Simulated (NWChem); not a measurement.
System: LiF anion, doublet; SMILES of the neutral closed-shell parent [Li][F]

Input file for NWChem:

```
start job
memory heap 200 mb stack 900 mb global 1100 mb
charge -1
geometry units angstroms noautoz
  Li     0.000000     0.000000    -1.285302
  F      0.000000     0.000000     0.353597
end
basis spherical
  * library def2-svpd
end
dft
  odft
  mult 2
  xc m05-2x
  iterations 150
  mulliken
end
task dft energy
```

Structure relaxed at the B3LYP/def2-SVPD, spin-unrestricted level. The spin multiplicity was typed, not searched, and may not be the lowest. No stability test was run on the SCF state. The highest occupied level is positive, so the extra electron may be held by the finite basis.

Q: Give the results of this calculation. (M05-2X/def2-SVPD, spin-unrestricted.) Quantities: energy (Ha); highest occupied level (eV); lowest empty minus highest occupied level, either spin (eV); <S²>.

A: 
```
Quantity                                                       Value
-----------------------------------------------------------  -------
energy (Ha)                                                  -107.34
highest occupied level (eV)                                     0.67
lowest empty minus highest occupied level, either spin (eV)     3.09
<S²>                                                           0.750
```
